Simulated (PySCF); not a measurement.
Compound: C₄H₄FN.
Numbering: `[CH2:1]=[CH:2][C@H:3]([F:4])[C:5]#[N:6]` (hydrogens: H7, H8 on C1; H9 on C2; H10 on C3)

Structure used (PBE0-D3(BJ)/def2-SVP), in Å, numbered top down from 1:
```xyz
10
C4H4FN angstrom
C      1.6543    0.1958    0.1424
C      0.5272   -0.1837   -0.4553
C     -0.7610   -0.3910    0.2811
F     -1.2286   -1.6655    0.0836
C     -1.7829    0.5675   -0.1744
N     -2.5699    1.3366   -0.5290
H      2.5748    0.3480   -0.4261
H      1.6995    0.3748    1.2214
H      0.4823   -0.3566   -1.5357
H     -0.6121   -0.2348    1.3639
```

Computed at PBE0/pcSseg-1 (PySCF, non-relativistic), with Q(14N) = 0.02044 b: N6, 14N (I = 1): χzz = -4.740 MHz, η = 0.136.

Q: Where would the pure quadrupole (NQR) lines of 14N at N6 fall for the rigid, isolated species?

A: From ν± = (3/4)|χ|(1 ± η/3) and ν0 = |χ|η/2: ν+ 3.716 MHz, ν− 3.393 MHz, ν0 0.323 MHz (nitrile nitrogen).

In a crystal, neighbours and librations shift these lines. With so small a basis the couplings can be 20 % off.

One conformer stands for the species.
